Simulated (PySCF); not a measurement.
## Working out the ionisation energy of Mg

Mg [Ne] 3s2 (1S) → Mg⁺ [Ne] 3s1 (2S). All numbers are calculated (PySCF 2.14, scalar relativity by spin-free X2C-1e, in x2c-TZVPPall (5s4p3d, 32 functions)). Frozen: 1s2. Energies in hartree (1 hartree = 27.21139 eV):

| part | Mg (lower) | Mg⁺ (upper) |
| --- | --- | --- |
| UHF | -199.912927 | -199.669615 |
| MP2 opposite-spin | -0.139817 | -0.116366 |
| MP2 same-spin | -0.047418 | -0.045650 |

Q: What does Hartree-Fock give?

A: (-199.669615) − (-199.912927) = 0.243312 hartree = 6.621 eV.

Q: What do MP2 and SCS-MP2 (6/5 opposite-spin, 1/3 same-spin) give?

A: The opposite-spin parts differ by 0.638 eV and the same-spin parts by 0.048 eV. MP2: 6.621 + (0.638) + (0.048) = 7.307 eV. SCS-MP2: 6.621 + 1.2 × (0.638) + (0.048)/3 = 7.403 eV.

Measured between the centres of the two terms (NIST): 7.646 eV, so MP2 (valence and next inner shell) is off by -0.339 eV.

What remains against the reference includes basis incompleteness, the frozen core and correlation beyond second order.
